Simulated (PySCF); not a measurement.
Building multiplets from coupling constants

Bonds (- single, = double, # triple, : aromatic): C1-C2 1.497 Å, C2=C3 1.332 Å, C3-C4 1.444 Å, C4=C5 1.321 Å, C5-C3 1.440 Å. C1 carries H6, H7, H8; C2 carries H9; C4 carries H10; C5 carries H11.

Level of theory: B3LYP/pcJ-1 coupling constants (without the spin–dipole term), geometry from PBE0-D3(BJ)/def2-SVP, NMR shieldings at PBE0/pcSseg-1/GIAO, in PySCF (a single conformation, relativity neglected, rapidly exchanging positions averaged, no solvent model).

Shifts are taken against calculated references (same method and geometry level): 13C and 1H vs TMS.

Spectrometer: 500 MHz for 1H. First-order analysis; couplings under 1 Hz (under 4 Hz in carbon signals) are ignored, and nearly equal couplings are merged; the smaller ones broaden or split the lines further.

(1) What pattern does C5 show in the proton-coupled 13C spectrum?

(2) What pattern does C2 show in the proton-coupled 13C spectrum?

(3) What pattern does C4 show in the proton-coupled 13C spectrum?

(4) What pattern does H11 show (1H)?

Results:

(1) A doublet of doublets at δ 140.9: 236.3 Hz to H11 (1 × 1H, 1 bond away), 5.2 Hz to H9 (1 × 1H, 3 bonds away). Lines in Hz from the centre (relative intensity): +120.8 (1), +115.5 (1), -115.5 (1), -120.8 (1). The outer lines are 241.5 Hz apart, the sum of the couplings kept, or 1.921 ppm at this field.

(2) A doublet of quartets at δ 76.0: 166.4 Hz to H9 (1 × 1H, 1 bond away), 6.1 Hz to H6/H7/H8 (3 × 1H, 2 bonds away). Lines in Hz from the centre (relative intensity): +92.3 (1), +86.2 (3), +80.2 (3), +74.0 (1), -74.0 (1), -80.2 (3), -86.2 (3), -92.3 (1). The outer lines are 184.7 Hz apart, the sum of the couplings kept, or 1.469 ppm at this field.

(3) A doublet of doublets at δ 140.7: 236.3 Hz to H10 (1 × 1H, 1 bond away), 11.6 Hz to H9 (1 × 1H, 3 bonds away). Lines in Hz from the centre (relative intensity): +124.0 (1), +112.3 (1), -112.3 (1), -124.0 (1). The outer lines are 247.9 Hz apart, the sum of the couplings kept, or 1.972 ppm at this field.

(4) A triplet at δ 8.09: 2.6 Hz to H10 and H9 (2 × 1H, 3 or 4 bonds away). Lines in Hz from the centre (relative intensity): +2.6 (1), +0.0 (2), -2.6 (1). The outer lines are 5.2 Hz apart, the sum of the couplings kept, or 0.010 ppm at this field.

Unscaled 3J(H,H) at this level run about 10 % above measured values.
